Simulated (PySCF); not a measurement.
**CF at PBE**

Level: PBE. basis C def2-SVPD, F def2-SVPD; no relativity; PySCF 2.14.

* state: ²Π (doublet), unpaired electrons π ↑
* bond length: 2.435 bohr
* harmonic wavenumber: 1259 cm⁻¹
* force constant: 6.87 mdyn/Å
* rotational constant Be: 1.380 cm⁻¹
* anharmonicity ωexe: 11.1 cm⁻¹
* vibration–rotation constant αe: 0.0189 cm⁻¹
* well depth De to C + F: 6.31 eV
* dissociation energy D0: 6.23 eV
* bond order (Mayer): 1.21
* dipole moment (positive dipole means C(−)F(+)): 0.84 D

The state is the lowest determinant that a PBE0 search found; another state may lie lower at other levels.
